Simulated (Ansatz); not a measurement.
**[CF2]+ (SMILES F[C+]F): levels of theory compared**

Wanted: a comparison of 6 runs (UB3LYP/6-31G*, U-wB97M-V/cc-pVTZ, UB2PLYP/cc-pVTZ, UBLYP/cc-pVTZ, RPA@PBE0/cc-pVTZ, UBCCD(T)/cc-pVTZ) of [CF2]+. 

The results are computed with Ansatz 0.2.0.

1 further run of the same task is left out (set aside as unsound or not needed).

## Step 1: The molecule

The species is [CF2]+ (3 atoms), meant as a doublet with charge +1. SMILES: `F[C+]F`. The C2–F3 distance was set to 2.185 Å, away from the relaxed value. At this shape a bond of the SMILES string is far longer than usual.

Bond lengths: F1–C2 1.214 Å. A long bond or contact: C2–F3 2.185 Å.

## Step 2: The energy at UB3LYP/6-31G(d) (Cartesian functions) (run 1)

The input, input.yaml:

```yaml
crystal:
  periodic: [false, false, false]
  atoms:
    - symbol: F
      position_ang: [1.123558, 1.397197, 0.772792]
    - symbol: C
      position_ang: [1.020158, 0.202857, 0.583872]
    - symbol: F
      position_ang: [-0.654830, -0.751620, -0.443470]
basis:
  gaussian: {orbitals: "6-31G*"}
total_charge: 1
magnetization: {spin_polarized: true, initial_magnetization: 1}
hamiltonian: {xc: {name: B3LYP}}
accuracy: high
output: {orbitals: {seedname: orbitals}}
```

Run with:

```
$ ansatz run input.yaml --threads 1 --pin off --max-ram 3480MiB --events-out events.jsonl --progress --plain --runs-dir runs
```

Standard output:

```text
Warning: RAYON_NUM_THREADS=1 ignored (pool sized by the plan → 1); use --threads N
Functional definition: B3LYP
  name "B3LYP"
  parameter a0 = 0.2
  parameter ax = 0.72
  parameter ac = 0.81
  exchange = (1 - a0 - ax)*slater_x + ax*b88_x + a0*exact_x
  correlation = (1 - ac)*vwn_rpa_c + ac*lyp_c
803 factors; integrals over basis functions are off by at most 3.1e-9 eV
mean field evaluation 1: about -6432.3636 eV, gradient 6.7e1 eV
mean field evaluation 2: about -6092.6202 eV, gradient 1.7e2 eV
mean field evaluation 4: about -6450.7336 eV, gradient 2.1e1 eV
mean field evaluation 8: about -6453.3785 eV, gradient 6.3e-1 eV
mean field evaluation 16: about -6453.5090 eV, gradient 3.0e-1 eV
mean field evaluation 32: about -6453.4628 eV, gradient 3.1e0 eV
mean field -6453.54579938 eV, -237.1634337569 hartree, gradient 1.7e-8 eV, S^2 0.753374; 3 other end points of the search recorded, 0 dependent functions left out
reference -6453.54581776 eV, -237.1634344323 hartree; 12, 11 occupied and 33, 34 virtual orbitals, 803 factors
Total energy: -6453.54581776 eV, -237.1634344323 hartree
```

Wall time 5.1 s (1 thread of Arm Neoverse V1, shared host); peak memory 0.14 GiB.

## Step 3: The energy at U-wB97M-V/cc-pVTZ (run 2)

The input, molecule.yaml:

```yaml
crystal:
  periodic: [false, false, false]
  atoms:
    - symbol: F
      position_ang: [1.123558, 1.397197, 0.772792]
    - symbol: C
      position_ang: [1.020158, 0.202857, 0.583872]
    - symbol: F
      position_ang: [-0.654830, -0.751620, -0.443470]
basis:
  gaussian: {orbitals: cc-pVTZ}
output: {orbitals: {seedname: orbitals}}
magnetization: {spin_polarized: true, initial_magnetization: 1}
accuracy: high
hamiltonian: {xc: {name: wB97M-V}}
total_charge: 1
```

Run with:

```
$ ansatz run molecule.yaml --threads 1 --pin off --max-ram 3480MiB --events-out events.jsonl --progress --plain --runs-dir runs
```

Standard output, shortened:

```text
Warning: RAYON_NUM_THREADS=1 ignored (pool sized by the plan → 1); use --threads N
Functional definition: wB97M-V
  name "wB97M-V"
[...]
  gx(w, u) = 1 - cx + cx01*u + cx10*w
  gss(w, u) = css00 + css04*u^4 + css10*w + css20*w^2 + css43*w^4*u^3
  gos(w, u) = cos00 + cos10*w + (cos20 + cos21*u)*w^2 + (cos60 + cos61*u)*w^6
[...]
      + integral(e_c_pw_mod_opposite_spin*gos(b97_w_opposite, b97_u_opposite)) + vv10(b, c)
1357 factors; integrals over basis functions are off by at most 3.6e-9 eV
209 factors; integrals over basis functions are off by at most 1.4e-9 eV
[...]
mean field -6454.71716674 eV, -237.2064807133 hartree, gradient 2.9e-8 eV, S^2 0.752951; 3 other end points of the search recorded, 0 dependent functions left out
reference -6454.71716882 eV, -237.2064807897 hartree; 12, 11 occupied and 78, 79 virtual orbitals, 1357 factors
Total energy: -6454.71716882 eV, -237.2064807897 hartree
```

It took 87 s on 1 thread of Arm Neoverse V1, shared host; peak memory 0.5 GiB.

Run 3 isn't shown in full; the table further down has it.

## Step 4: A single-point energy at UBLYP/cc-pVTZ (run 4)

The input, molecule.yaml:

```yaml
crystal:
  periodic: [false, false, false]
  atoms:
    - {symbol: F, position_ang: [1.123558, 1.397197, 0.772792]}
    - {symbol: C, position_ang: [1.020158, 0.202857, 0.583872]}
    - {symbol: F, position_ang: [-0.654830, -0.751620, -0.443470]}
basis:
  gaussian:
    orbitals: cc-pVTZ
output:
  orbitals: {seedname: orbitals}
accuracy: high
hamiltonian:
  xc: {name: BLYP}
total_charge: 1
magnetization:
  spin_polarized: true
  initial_magnetization: 1
```

Run with:

```
$ ansatz run molecule.yaml --threads 1 --pin off --max-ram 3480MiB --events-out events.jsonl --progress --plain --runs-dir runs
```

Standard output:

```text
Warning: RAYON_NUM_THREADS=1 ignored (pool sized by the plan → 1); use --threads N
Functional definition: BLYP
  name "BLYP"
  parameter beta = 0.0042
  parameter a = 0.04918
  parameter b = 0.132
  parameter c = 0.2533
  parameter d = 0.349
  exchange = b88_x(beta = beta)
  correlation = lyp_c(a = a, b = b, c = c, d = d)
1357 factors; integrals over basis functions are off by at most 3.6e-9 eV
mean field evaluation 1: about -6433.0858 eV, gradient 8.0e1 eV
mean field evaluation 2: about -6079.1438 eV, gradient 1.9e2 eV
mean field evaluation 4: about -6441.6750 eV, gradient 6.5e1 eV
mean field evaluation 8: about -6455.8608 eV, gradient 2.1e-1 eV
mean field evaluation 16: about -6455.8618 eV, gradient 2.9e-3 eV
mean field evaluation 32: about -6455.8618 eV, gradient 1.1e-8 eV
mean field evaluation 64: about -6455.8092 eV, gradient 3.6e-1 eV
mean field -6455.86178031 eV, -237.2485444862 hartree, gradient 4.0e-9 eV, S^2 0.754287; 7 other end points of the search recorded, 0 dependent functions left out
reference -6455.86181139 eV, -237.2485456282 hartree; 12, 11 occupied and 78, 79 virtual orbitals, 1357 factors
Total energy: -6455.86181139 eV, -237.2485456282 hartree
```

Wall time 13 s (1 thread of Arm Neoverse V1, shared host); peak memory 0.18 GiB.

Run 5 isn't shown in full; the table further down has it.

## Step 5: A single-point energy at UBCCD(T)/cc-pVTZ (run 6)

The input, molecule.yaml:

```yaml
crystal:
  periodic: [false, false, false]
  atoms:
    - {symbol: F, position_ang: [1.123558, 1.397197, 0.772792]}
    - {symbol: C, position_ang: [1.020158, 0.202857, 0.583872]}
    - {symbol: F, position_ang: [-0.654830, -0.751620, -0.443470]}
basis:
  gaussian: {orbitals: cc-pVTZ}
total_charge: 1
correlation: {method: bccd_t, frozen_orbitals: {C: 1, F: 1}}
magnetization: {spin_polarized: true, initial_magnetization: 1}
scf: {omitted_lower_state_checks: [cluster_reference, increment]}
accuracy: high
```

Run with:

```
$ ansatz run molecule.yaml --threads 1 --pin off --max-ram 3480MiB --events-out events.jsonl --progress --plain --runs-dir runs
```

Standard output, shortened:

```text
Warning: RAYON_NUM_THREADS=1 ignored (pool sized by the plan → 1); use --threads N
Functional definition: HF
  name "HF"
[...]
1357 factors; integrals over basis functions are off by at most 3.6e-9 eV
[...]
mean field -6429.81199181 eV, -236.2912324158 hartree, gradient 2.3e-8 eV, S^2 0.754451; 18 other end points of the search recorded, 0 dependent functions left out
3 core orbitals not correlated: weight in the atoms' cores, before any rotation towards them, 1.000 or more for the frozen orbitals, at most 0.000 for the correlated occupied ones
reference -6429.81199181 eV, -236.2912324158 hartree; 9, 8 occupied and 78, 79 virtual orbitals, 1357 factors
second order -15.21439465 eV of doubles, -0.00000000 eV of singles
cycle   1  -15.18030367 eV  change    3.4e-2 eV  update   1.1e-1
[...]
cycle  36  -15.75435691 eV  change   4.2e-10 eV  update   1.5e-9
perturbative correction -0.62573990 eV, -0.0229955170 hartree
Total energy: -6446.19208861 eV, -236.8931898705 hartree
Checks for a lower state left out: cluster_reference, increment
```

Run time: 50 s. Hardware: 1 thread of Arm Neoverse V1, shared host; peak memory 1.1 GiB.

## Step 6: The series

```csv
run,level,Cartesian functions,frozen core orbitals,energy (Eh),HOMO energy (eV),LUMO energy (eV),⟨S²⟩,wall time
1,UB3LYP/6-31G* (Cartesian functions),yes,–,-237.163434,-18.31,-13.82,0.753,5.1 s
2,U-wB97M-V/cc-pVTZ,no,–,-237.206481,-21.23,-10.73,0.753,87 s
3,UB2PLYP/cc-pVTZ,no,3,-237.125182,-20.81,-10.64,0.753,17 s
4,UBLYP/cc-pVTZ,no,–,-237.248546,-16.91,-15.92,0.754,13 s
5,RPA@PBE0/cc-pVTZ,no,3,-237.096048,–,–,0.753,17 s
6,UBCCD(T)/cc-pVTZ,no,3,-236.893190,–,–,0.754,50 s
```

## Step 7: Outcome

| quantity | value |
| --- | --- |
| run 6: total energy | -236.89319 Eh |
| run 6: correlation energy (3 core orbitals frozen) | -602.0 mEh |
| run 6: (T) correction | -23.00 mEh |
| run 6: ⟨S²⟩ of the reference determinant | 0.754 |

Totals of different functionals can't be ranked against each other. All runs together took 3.2 min, the longest 87 s.
